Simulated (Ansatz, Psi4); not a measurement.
# Exact exchange and the HOMO–LUMO gap of C2HClF2

The species is C2HClF2 (6 atoms), meant as a singlet with charge 0. SMILES: `FC(F)=CCl`. The coordinates come from a PBE0-D4/def2-TZVP relaxation.

The HOMO–LUMO gap y, in eV, basis 6-31G(d); a is the functional's share of exact exchange. Programs: Ansatz 0.2.0, Psi4 1.11.

```
functional  program     a  y (eV)
       PBE     Psi4     0    5.45
    revPBE     Psi4     0    5.48
     TPSSh     Psi4   0.1       ?
     B3LYP     Psi4   0.2    7.30
      PBE0     Psi4  0.25    7.80
   r2SCAN0   Ansatz  0.25    8.09
     BHLYP     Psi4   0.5   10.15
```

Q: Fit y = c + s·a to the known rows and predict TPSSh.

A: 
1. Means of the 6 rows: a = 0.2000, y = 7.378.
2. Σ(Δa)² = 0.175, Σ(Δa·Δy) = 1.6535, so the slope is 1.6535/0.175 = 9.4486.
3. Intercept: 7.378 − (9.4486) × 0.2000 = 5.488. The largest residual of the fit is 0.24.
4. TPSSh: 5.488 + (9.4486) × 0.1 = 6.43 eV.

The run gave 6.58 eV, so the prediction is off by -0.15 eV, within the largest residual. Exact exchange lowers occupied levels and raises empty ones. The rows mix families of semi-local functionals, which the line can't see.
